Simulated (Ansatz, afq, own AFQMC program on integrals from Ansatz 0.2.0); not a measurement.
## AuSiH₃, singlet → AuSiH3, triplet

```yaml
atoms:
  - { symbol: Au, position_ang: [-0.3188, 0.0021, 0.0018] }
  - { symbol: Si, position_ang: [1.9697, -0.0127, -0.0110] }
  - { symbol: H, position_ang: [2.4639, -1.4148, -0.0088] }
  - { symbol: H, position_ang: [2.4842, 0.6879, 1.1951] }
  - { symbol: H, position_ang: [2.4705, 0.6792, -1.2279] }
```

Connectivity, by distances: Au–SiH3.

E(triplet, charge +0) − E(singlet, charge +0) at this geometry, on RHF and UHF determinants.

Basis def2-SVP with its core potentials. Only valence electrons are correlated. AFQMC by an in-house program on the Cholesky factors that Ansatz 0.2.0 writes for its CCSD(T) run. The CISD trial takes its coefficients from CCSD amplitudes. Released means that phaseless walkers are propagated on without the constraint, phases kept. ± is one standard error of the sampling. No spin–orbit coupling. The metal's outer-core s and p shells are frozen, which shifts wave-function levels against functionals. The errors of all members are added in quadrature.

No full CI on the walks' own integrals is used here; CCSDT(Q) serves as the reference and is uncertain by about the last step of the cluster series. Each member takes its own surest rung, up to full CI.

Errors are counted within def2-SVP, not against nature.

Cautions: no spin-orbit coupling; outer-core shells of the metal frozen; AuSiH₃ (triplet): another spin lies lower, the released energies have errors that jump between times, so the bars are unsure, so no released level is given (meV from the phaseless value at times in 1/Eh: -2 ± 4 at 0.24, 2 ± 4 at 0.60, -43868 ± 43870 at 1.20, -1 ± 8 at 1.80, -7 ± 8 at 2.60), though the last usable value meets CCSDT(Q) within the noise; core correlation is missing, and it shifts such a gap most where an s electron is promoted.

| level | vertical spin gap (kJ/mol) |
| --- | --- |
| HF | 277.9 |
| MP2 | 366.6 |

(1) From these cheaper values, estimate the vertical spin gap at the reference level in def2-SVP.

(1) 352.7 kJ/mol (CCSDT(Q) in def2-SVP).

```json
{"level": "CCSD", "vertical spin gap (kJ/mol)": "349.8", "error against CCSDT(Q) (kJ/mol)": "-3.0"}
{"level": "CCSD(T)", "vertical spin gap (kJ/mol)": "353.3", "error against CCSDT(Q) (kJ/mol)": "0.6"}
{"level": "CCSDT", "vertical spin gap (kJ/mol)": "352.3", "error against CCSDT(Q) (kJ/mol)": "-0.4"}
{"level": "ph-AFQMC/CISD", "vertical spin gap (kJ/mol)": "353.8 ± 0.7", "error against CCSDT(Q) (kJ/mol)": "1.1 ± 0.7"}
```

Correlation beyond CCSD(T) takes off 0.6 kJ/mol. The perturbative (T) step is worth +3.5 kJ/mol.

A walk keeps the symmetry of its determinant, which the program's search chose and which needn't be the lowest solution, so a lower state of the same spin and another symmetry isn't excluded.
